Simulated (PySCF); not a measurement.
Screening by computed properties: pick the candidate that meets the target.

Each SMILES stands for a single optimised conformer of the isolated species, non-relativistic unless stated; the electronic structure was computed with PySCF and density fitting.

The conformers computed, where there is a choice (atom-mapped SMILES and torsion angles):
- `[CH:1]#[C:2][P@@:3]([CH3:4])(=[O:5])[C:6]([CH3:7])=[O:8]`: C2–P3–C6–C7 -80°
- `[O:1]=[CH:2][NH:3][C@@H:4]1[CH2:5][SiH2:6]1`: O1–C2–N3–C4 1°, C2–N3–C4–C5 100°
- `[CH2:1]=[CH:2][SiH2:3][N:4]=[CH2:5]`: C1–C2–Si3–N4 133°, C2–Si3–N4–C5 -122°
- `[OH:1][CH2:2][PH:3][c:4]1[cH:5][cH:6][o:7][cH:8]1`: O1–C2–P3–C4 -55°, C2–P3–C4–C5 -86°, H–O1–C2–P3 59°
- `[CH2:1]=[CH:2][CH:3]=[S:4]`: C1–C2–C3–S4 180°
- `[OH:1][CH2:2][C@H:3]([F:4])[CH2:5][C:6]([F:7])([F:8])[F:9]`: O1–C2–C3–F4 65°, C2–C3–C5–C6 -91°, C3–C5–C6–F7 180°, H–O1–C2–C3 -62°
- `[CH3:1][O:2][C@@H:3]([F:4])[CH2:5][C:6]([F:7])([F:8])[F:9]`: C1–O2–C3–F4 67°, O2–C3–C5–C6 166°, C3–C5–C6–F7 -55°

Question: Wanted: lowest triplet excitation (Tamm–Dancoff) below 4.4 eV (TDA PBE0/def2-SVPD) and dipole moment below 1.3 D (PBE0/def2-SVPD), at GFN2-xTB geometries. Which candidate meets both?
A. `O=CN[C@@H]1C[SiH2]1`
B. `C=C[SiH2]N=C`
C. `C#C[P@@](C)(=O)C(C)=O`
D. `OCPc1ccoc1`

Answer: B. Computed values:
| species | lowest triplet excitation (Tamm–Dancoff) | dipole moment |
| --- | --- | --- |
| C#C[P@@](C)(=O)C(C)=O | 2.97 eV | 2.83 D |
| C=C[SiH2]N=C | 3.38 eV | 1.22 D |
| OCPc1ccoc1 | 3.97 eV | 1.46 D |
| O=CN[C@@H]1C[SiH2]1 | 4.85 eV | 3.16 D |

Question: Wanted: electronic spatial extent ⟨r²⟩ about the centre of nuclear charge below 600 bohr² (PBE0/def2-SVPD) and smallest rotational constant above 1.6 GHz (GFN2-xTB), at GFN2-xTB geometries. Which candidate meets both?
A. `C=CC=S`
B. `CO[C@@H](F)CC(F)(F)F`
C. `C#C[P@@](C)(=O)C(C)=O`
D. `O=CN[C@@H]1C[SiH2]1`
E. `OC[C@H](F)CC(F)(F)F`
F. `OCPC1=COC=C1`

Answer: A. Computed values:
```
              species  electronic spatial extent ⟨r²⟩ about the centre of nuclear charge  smallest rotational constant
               C=CC=S                                                          450 bohr²                     2.672 GHz
  O=CN[C@@H]1C[SiH2]1                                                          679 bohr²                     1.881 GHz
C#C[P@@](C)(=O)C(C)=O                                                         1099 bohr²                     1.309 GHz
         OCPC1=COC=C1                                                         1172 bohr²                     1.042 GHz
  OC[C@H](F)CC(F)(F)F                                                         1286 bohr²                     0.873 GHz
 CO[C@@H](F)CC(F)(F)F                                                         1393 bohr²                     0.804 GHz
```

Question: Wanted: lowest singlet excitation below 3 eV (TDDFT PBE0/def2-SVPD) and HOMO–LUMO gap below 5 eV (PBE0/def2-SVPD), at GFN2-xTB geometries. Which candidate meets both?
A. `O=CN[C@@H]1C[SiH2]1`
B. `CO[C@@H](F)CC(F)(F)F`
C. `C=C[SiH2]N=C`
D. `OC[C@H](F)CC(F)(F)F`
E. `C#C[P@@](C)(=O)C(C)=O`
F. `C=CC=S`

Answer: F. Computed values:
| species | lowest singlet excitation | HOMO–LUMO gap |
| --- | --- | --- |
| C=CC=S | 2.09 eV | 3.73 eV |
| C#C[P@@](C)(=O)C(C)=O | 3.55 eV | 5.43 eV |
| C=C[SiH2]N=C | 4.01 eV | 6.03 eV |
| O=CN[C@@H]1C[SiH2]1 | 5.43 eV | 6.83 eV |
| OC[C@H](F)CC(F)(F)F | 7.48 eV | 8.98 eV |
| CO[C@@H](F)CC(F)(F)F | 8.17 eV | 9.44 eV |
